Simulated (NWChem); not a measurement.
## Correlation energy of acetylene (C$_{2}$H$_{2}$)

```xyz
4

C      0.0000     0.0000    -0.6043
C      0.0000     0.0000     0.6043
H      0.0000     0.0000    -1.6792
H      0.0000     0.0000     1.6792
```
Charge 0, spin multiplicity 1.

The numbers come from NWChem runs, not from measurements. All single points use one geometry, from PBE0/def2-SVP, a minimum by its harmonic frequencies.

Basis set: STO-3G. Each correlation energy counts from its own Hartree-Fock reference.

| method | correlation energy (mHa) | difference from CCSD(T) |
|---|---|---|
| CCSD+T(CCSD) | -171.7 | 0.0 |
| CCSD | -171.1 | +0.7 |
| CR-CCSD(T) | -171.6 | +0.1 |
| CCSD(T) | -171.7 | 0.0 |
| MP2 | -152.0 | +19.8 |
| CCSDT | -171.8 | -0.1 |
| CR-CCSD[T] | -171.6 | +0.1 |
| SCS-MP2 | -154.8 | +17.0 |

The values span 19.9 mHa, from CCSDT (lowest) to MP2 (highest). 

The correlated methods keep 2 core orbitals frozen. Differences from the coupled-cluster row are differences between methods, not errors against experiment.
